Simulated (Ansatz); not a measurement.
# P₂H₂ (singlet): from Hartree-Fock to the top rungs, cc-pVTZ

The task here is to estimate one member of a computed series from the others.

Computed with Ansatz 0.2.0, Gaussian basis. Level: cc-pVTZ, core rule «outside noble gas», up to 10 orbitals frozen.

To be run: UHF; CCSD(T) on RHF; CCSD(T) on UHF; BCCD(T) on RHF; CCSDT(Q) on RHF; CCSDT(Q) on UHF; CASSCF and MRCISD+Q, 12 electrons in 10 orbitals; CASSCF and NEVPT2, 12 electrons in 10 orbitals.

6 further runs of the same task are left out: 6 set aside as unsound or not needed.

### The system

The geometry is a PBE0/def2-TZVP stationary point (not a proven minimum) of the parent state, kept for this charge and spin.

4 atoms, charge 0, spin multiplicity 1.

Atoms are counted from 1 here; the program's logs count them from 0.

Bond lengths: P1–P2 2.159 Å, P1–H3 1.428 Å, P2–H4 1.428 Å. Angles: P2–P1–H3 95.2°, P1–P2–H4 95.2°.

Geometry (Å):

```xyz
4
H2P2
P    -0.03135   -0.07355    1.07704
P    -0.03135    0.07355   -1.07704
H     0.96336    0.93109    1.27616
H     0.96338   -0.93108   -1.27616
```

Set-up of the first run:

The input, in.yaml:

```yaml
crystal:
  periodic: [false, false, false]
  atoms:
    - {symbol: P, position_ang: [-0.031349, -0.073548, 1.077042]}
    - {symbol: P, position_ang: [-0.031350, 0.073548, -1.077042]}
    - {symbol: H, position_ang: [0.963360, 0.931093, 1.276164]}
    - {symbol: H, position_ang: [0.963376, -0.931077, -1.276164]}
basis:
  gaussian: {orbitals: cc-pVTZ}
magnetization: {spin_polarized: true, initial_magnetization: 0}
hamiltonian: {xc: hf}
output: {orbitals: {seedname: orbitals}}
```

On the command line:

```
$ ansatz run in.yaml --threads 1 --pin off --events-out ev --progress --plain --max-ram 4096MiB --backend cpu
```

Steps of the session up to this table: UHF; CCSD(T) on RHF; CCSD(T) on UHF; BCCD(T) on RHF; CCSDT(Q) on RHF; CCSDT(Q) on UHF; CASSCF and MRCISD+Q, 12 electrons in 10 orbitals; CASSCF and NEVPT2, 12 electrons in 10 orbitals.

One table of the session follows, with a row left open; its other results are not shown here.

It belongs to the step «Misses and costs». 

```
          method  from RCCSDT(Q) (meV)
             RHF              +10894.5
             UHF               +8528.7
            RMP2               +2393.8
            UMP2               +1602.0
           RCCSD               +1310.3
           UCCSD                +463.3
        RCCSD(T)                     ?
        UCCSD(T)                 +94.5
         BCCD(T)                +462.2
          RCCSDT                +215.0
          UCCSDT                 +38.8
       RCCSDT(Q)                     0
       UCCSDT(Q)                 +13.3
  CASSCF valence               +7310.2
  NEVPT2 valence               +1728.3
  MRCISD valence                +946.7
MRCISD+Q valence                +224.6
```

**Question.** Estimate the row for RCCSD(T).

The run gave: from RCCSDT(Q) (meV): +466.4. In the column «from RCCSDT(Q) (meV)» it lies between UCCSD (+463.3) and MRCISD valence (+946.7).

Limits of these values: The determinant is far from a pure spin state, so its energy mixes those of several spin states (harmless only where they are near-degenerate, as at dissociation). The report flags that the cluster equations may have other roots. The program flags UCCSD(T), RCCSDT(Q), UCCSDT(Q) as in doubt, so the zero of the table is itself unsure. Warnings: restricted reference is unstable; spin contamination; large T1 diagnostic. Restricted and unrestricted rows rest on different reference determinants; where their highest levels disagree by more than a few hundredths of an eV, they describe different states and don't form one ladder.
